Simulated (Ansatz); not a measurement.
# H₄OSSi: taking an electron away

How much energy removes an electron from H₄OSSi at fixed geometry? The cation is run at each level and the neutral's energy taken from earlier runs.

Program: Ansatz 0.2.0, Gaussian basis. Level of theory: unrestricted cation, the program's frozen cores in correlated methods. These are calculated values, not measurements.

Levels to be run: UKS PBE-D4/def2-TZVPP; UKS r2SCAN-D4/def2-TZVPP; UKS PBE0-D4/def2-TZVPP; UKS B3LYP-D4/def2-TZVPP; UKS wB97X-V/def2-TZVPP; UKS wB97M-V/def2-TZVPP; UKS B2PLYP/def2-TZVPP; UHF-CCSD(T)/def2-TZVPP; UHF-MP2/def2-QZVPP; extrapolation to the limit; then −ε(HOMO) from the neutral's earlier runs with LDA (SPW92), PBE-D4, revPBE-D4, BLYP-D4, r2SCAN-D4, B97M-V, PBE0-D4, B3LYP-D4, r2SCANh-D4, r2SCAN0-D4, HSE06-D4, BHLYP-D4, CAM-B3LYP-D4, LC-ωPBE, ωB97X-V, ωB97M-V.

### Step 1. Structure used throughout

All runs share one geometry, relaxed beforehand with PBE0-D4 in a triple-zeta def2 set.

SMILES `O[SiH2]S`, 7 atoms, charge 0, spin multiplicity 1.

Atoms are counted from 1 here; the program's logs count them from 0.

Bond lengths: O1–Si2 1.642 Å, O1–H4 0.959 Å, Si2–S3 2.133 Å, Si2–H5 1.484 Å, Si2–H6 1.478 Å, S3–H7 1.344 Å. Angles: Si2–O1–H4 117.2°, O1–Si2–S3 113.5°, O1–Si2–H5 112.6°, O1–Si2–H6 104.5°, S3–Si2–H5 103.0°, S3–Si2–H6 111.7°, H5–Si2–H6 111.9°, Si2–S3–H7 94.6°.

Coordinates:

```mol
H4OSSi
  3D, bonds by distance, orders not assigned

  7  6  0  0  0  0  0  0  0  0999 V2000
   -1.4346   -0.3820    0.1849 O   0  0
   -0.0475    0.4965    0.1730 Si  0  0
    1.5653   -0.4757   -0.8288 S   0  0
   -1.7453   -0.7224   -0.6561 H   0  0
   -0.1849    1.7705   -0.5763 H   0  0
    0.2572    0.7279    1.6004 H   0  0
    1.6511   -1.4830    0.0572 H   0  0
  1  2  8  0
  2  3  8  0
  1  4  8  0
  2  5  8  0
  2  6  8  0
  3  7  8  0
M  END
```

### Step 2. Cation, UKS PBE-D4/def2-TZVPP

File in.yaml:

```yaml
crystal:
  periodic: [false, false, false]
  atoms:
    - {symbol: O, position_ang: [-1.434573, -0.381955, 0.184855]}
    - {symbol: Si, position_ang: [-0.047545, 0.496498, 0.172960]}
    - {symbol: S, position_ang: [1.565255, -0.475672, -0.828761]}
    - {symbol: H, position_ang: [-1.745321, -0.722394, -0.656092]}
    - {symbol: H, position_ang: [-0.184935, 1.770495, -0.576251]}
    - {symbol: H, position_ang: [0.257218, 0.727894, 1.600361]}
    - {symbol: H, position_ang: [1.651104, -1.482966, 0.057228]}
basis:
  gaussian: {orbitals: def2-TZVPP}
total_charge: 1
magnetization: {spin_polarized: true, initial_magnetization: 1}
hamiltonian: {xc: pbe, dispersion: d4}
```

Launch:

```sh
$ ansatz run in.yaml --threads 2 --pin off --events-out ev --progress --plain --max-ram 4352MiB
```

Further steps of the session: Cation, UKS r2SCAN-D4/def2-TZVPP; Cation, UKS PBE0-D4/def2-TZVPP; Cation, UKS B3LYP-D4/def2-TZVPP; Cation, UKS wB97X-V/def2-TZVPP; Cation, UKS wB97M-V/def2-TZVPP; Cation, UKS B2PLYP (frozen core)/def2-TZVPP; Cation, UHF-CCSD(T)/def2-TZVPP; Cation, UHF-MP2/def2-QZVPP.

**Question.** What will the summary of the whole plan be? Wanted: ionisation energy, CCSD(T)/CBS; nearest functional by difference; nearest −ε(HOMO); −ε(HOMO) of PBE; T1 of the cation.

As calculated:

| quantity | value |
| --- | --- |
| ionisation energy, CCSD(T)/CBS | 10.27 eV |
| nearest functional by difference | ωB97X-V (-0.12 eV) |
| nearest −ε(HOMO) | ωB97X-V (-0.19 eV) |
| −ε(HOMO) of PBE | 6.45 eV |
| T1 of the cation | 0.018 |

In words: By cation minus neutral, the functionals miss by 0.45 eV at most. −ε(HOMO) of PBE misses by 3.8 eV, since self-interaction lifts the level. Among orbital estimates ωB97X-V comes nearest. Hartree-Fock falls 1.22 eV short, as the neutral has more correlation energy than the cation.
